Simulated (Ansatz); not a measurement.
# C₂H₆O₂S: one species, many methods

One table from this session's results is given with a row withheld; the runs are named, their logs left out.

Program: Ansatz 0.2.0, Gaussian basis. Level of theory: functionals in def2-TZVPP, the program's frozen cores in correlated methods. These are calculated values, not measurements.

Levels to be run: PBE-D4, r2SCAN-D4, PBE0-D4, B3LYP-D4, ωB97X-V, ωB97M-V, B2PLYP; CCSD(T)/def2-TZVPP; MP2/def2-QZVPP; extrapolation to the limit.

## The geometry

The geometry comes from an earlier relaxation with PBE0-D4 in a triple-zeta def2 set; it is a stationary point, not always the lowest conformer.

SMILES `CSC(O)O`, 11 atoms, charge 0, spin multiplicity 1.

Atoms are counted from 1 here; the program's logs count them from 0.

Bond lengths: C1–S2 1.797 Å, C1–H6 1.090 Å, C1–H7 1.091 Å, C1–H8 1.088 Å, S2–C3 1.814 Å, C3–O4 1.394 Å, C3–O5 1.386 Å, C3–H9 1.095 Å, O4–H10 0.964 Å, O5–H11 0.965 Å. Angles: S2–C1–H6 106.4°, S2–C1–H7 111.1°, S2–C1–H8 110.9°, H6–C1–H7 108.6°, H6–C1–H8 109.6°, H7–C1–H8 110.2°, C1–S2–C3 100.7°, S2–C3–O4 108.4°, S2–C3–O5 108.6°, S2–C3–H9 110.0°, O4–C3–O5 112.8°, O4–C3–H9 111.2°, O5–C3–H9 105.7°, C3–O4–H10 107.6°, C3–O5–H11 107.4°.

Set-up of the first run:

in.yaml reads:

```yaml
crystal:
  periodic: [false, false, false]
  atoms:
    - {symbol: C, position_ang: [-1.372125, 0.824644, 0.835924]}
    - {symbol: S, position_ang: [0.424207, 0.826572, 0.897299]}
    - {symbol: C, position_ang: [0.811745, -0.175166, -0.564691]}
    - {symbol: O, position_ang: [0.051614, -1.342962, -0.511292]}
    - {symbol: O, position_ang: [2.175371, -0.422228, -0.582901]}
    - {symbol: H, position_ang: [-1.709865, 1.421607, 1.683688]}
    - {symbol: H, position_ang: [-1.733870, 1.288605, -0.083063]}
    - {symbol: H, position_ang: [-1.762030, -0.187350, 0.923908]}
    - {symbol: H, position_ang: [0.601107, 0.394019, -1.476380]}
    - {symbol: H, position_ang: [0.180324, -1.812281, -1.343037]}
    - {symbol: H, position_ang: [2.398622, -0.872461, 0.241145]}
basis:
  gaussian: {orbitals: def2-TZVPP}
hamiltonian: {xc: pbe, dispersion: d4}
output: {forces: true, orbitals: {seedname: orbitals}}
```

Launch:

```
> ansatz run in.yaml --threads 4 --pin off --events-out ev --progress --plain --max-ram 10444MiB
```

Steps of the session up to this table: PBE-D4 (GGA); r2SCAN-D4 (meta-GGA); PBE0-D4 (hybrid); B3LYP-D4 (hybrid); ωB97X-V (range-separated); ωB97M-V (range-separated); B2PLYP (double hybrid); CCSD(T) in def2-TZVPP; MP2 in def2-QZVPP.

One table of the session follows, with a row left open; its other results are not shown here.

| method | atomisation energy (kJ/mol) |
| --- | --- |
| PBE-D4 | 4186.4 |
| r2SCAN-D4 | 4084.0 |
| PBE0-D4 | 4080.9 |
| B3LYP-D4 | 4056.3 |
| ωB97X-V | 4081.4 |
| ωB97M-V | 4091.3 |
| B2PLYP | 4015.8 |
| HF/def2-TZVPP | ? |
| MP2/def2-TZVPP | 4044.6 |
| CCSD/def2-TZVPP | 3885.3 |
| CCSD(T)/def2-TZVPP | 3958.0 |
| MP2/CBS | 4165.0 |
| CCSD(T)/CBS | 4078.4 |

**Question.** Estimate the row for HF/def2-TZVPP.

**Answer.** atomisation energy (kJ/mol): 2804.7. In the column «atomisation energy (kJ/mol)» it is the lowest.

Limits of these values: Free atoms (2 C, 1 S, 2 O, 6 H) were run apart at each level; the atomisation energy is their sum less the molecule, without zero-point or spin-orbit terms.
